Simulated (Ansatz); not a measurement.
Worked example: correlation energy of AsF, triplet

Geometry: that of the AsF⁻, doublet, kept fixed.

```tsv
atom	x (Å)	y (Å)	z (Å)
F	0.0000	0.0000	0.0000
As	0.0000	0.0000	1.8470
```

Basis aug-cc-pVDZ; Ansatz 0.2.0. Correlated methods freeze the noble-gas cores and the filled d shells of p-block atoms, which leaves 12 electrons in 44 orbitals. Prefix R: restricted or restricted open-shell reference; prefix U: unrestricted. No spin–orbit coupling is included, and no scalar relativity.

Full CI isn't at hand for all of this; UCCSDT(Q) serves as the reference, and is uncertain by about the last step of the cluster series.

Runs differ by some tens of microhartree through their thresholds and, for an open shell, their frozen cores, so steps under 0.03 kcal/mol mean nothing.

```
    level  total energy (hartree)
      UHF            -2333.623339
     UMP2            -2333.908377
    UCCSD            -2333.920841
 UCCSD(T)            -2333.929516
   UCCSDT            -2333.930262
UCCSDT(Q)            -2333.930952
```

What is the correlation energy at UCCSDT(Q), and what share of it do UMP2 and UCCSD(T) recover?

E(corr) = -2333.930952 − (-2333.623339) = -0.307613 hartree = -8.371 eV. UMP2: -0.285038 / -0.307613 = 92.66 %. UCCSD(T): -0.306177 / -0.307613 = 99.53 %.

By how many kcal/mol does UCCSD(T) miss UCCSDT(Q) (1 hartree = 627.509 kcal/mol), and which steps make up the rest?

-2333.929516 − (-2333.930952) = 0.001436 hartree = 0.90 kcal/mol. Steps: UCCSDT − UCCSD(T) = -0.47, UCCSDT(Q) − UCCSDT = -0.43 kcal/mol. Differences between like states or geometries often cancel part of this.
